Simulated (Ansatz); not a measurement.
Cubic perovskite CsSnBr3 was calculated with HSE06 (plane waves, PAW; Ansatz, a first-principles code).

Numerical settings: plane-wave cutoff 460 eV, 4×4×4 k mesh, Fermi–Dirac smearing 0.01 eV, scalar-relativistic PAW data made under PBE.

Computed at the level's own relaxed cell.

Task: What does this level give for the pressure derivative B′ of the bulk modulus, Γ–Γ gap and volume per atom?

Result: 
- pressure derivative B′ of the bulk modulus: 4.5
- Γ–Γ gap: 6.22 eV
- volume per atom: 40.50 Å³/atom

Note: the relaxation could not lower the start's symmetry, so the cell can be a saddle point above a distorted one.

Spin–orbit coupling is not included.
